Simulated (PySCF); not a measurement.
2,2,2-trifluoroethanethiol, C₂H₃F₃S.
Structure used (PBE0-D3(BJ)/def2-SVP), in Å, numbered top down from 1:
```xyz
9
C2H3F3S angstrom
F     -1.3657    0.2370    0.9644
C     -0.8357   -0.3757   -0.0989
F     -1.1459   -1.6743   -0.0090
F     -1.4307    0.1096   -1.1842
C      0.6659   -0.2070   -0.1406
S      1.2219    1.5103   -0.2314
H      1.0943   -0.7261    0.7285
H      1.0376   -0.7064   -1.0463
H      0.7948    1.8584    1.0012
```

Method: core-valence-separated Tamm–Dancoff BHandHLYP/aug-pcX-1 (pcseg-1 on H, def2-SVPD on S) in PySCF, non-relativistic, gas phase, PBE0-D3(BJ)/def2-SVP geometry. Absolute energies from this functional tend to lie a few eV below measured edges; no shift was applied.

The lowest roots of each edge with f over 0.003 (five at most, numbered afresh; weaker and dark ones are left out), with transition dipoles (au) in the frame of the coordinates:

| root | edge | E (eV) | f | μx | μy | μz |
| --- | --- | --- | --- | --- | --- | --- |
| 1 | C | 285.80 | 0.0489 | 0.0258 | 0.0795 | -0.0004 |
| 2 | C | 286.90 | 0.0192 | -0.0366 | 0.0373 | 0.0028 |
| 3 | C | 287.41 | 0.0357 | 0.0003 | 0.0000 | 0.0712 |
| 4 | C | 288.20 | 0.0042 | 0.0184 | -0.0147 | 0.0065 |
| 5 | C | 288.78 | 0.0100 | -0.0367 | 0.0079 | 0.0015 |
| 6 | F | 687.06 | 0.0244 | -0.0157 | -0.0346 | 0.0026 |
| 7 | F | 687.24 | 0.0183 | 0.0185 | -0.0130 | -0.0240 |
| 8 | F | 687.41 | 0.0227 | -0.0201 | 0.0122 | -0.0282 |
| 9 | F | 687.83 | 0.0155 | -0.0086 | -0.0290 | 0.0025 |
| 10 | F | 687.91 | 0.0225 | 0.0144 | -0.0110 | -0.0317 |

**Question.** Molecules are fixed in this frame and the field points along x. What effective strengths 3 f cos²θ do the roots have (θ between field and μ)?

**Answer.** root 1 (C5): 0.014, root 2 (C5): 0.028, root 3 (C5): 0.000, root 4 (C5): 0.007, root 5 (C5): 0.029, root 6 (F3): 0.012, root 7 (F1): 0.017, root 8 (F4): 0.020, root 9 (F3): 0.004, root 10 (F1): 0.010. Averaged over all orientations cos²θ is 1/3, which gives f back.

Time: 18 s of wall time. Hardware: one thread of an x86-64 server, on a shared host.

One conformer stands for the species.
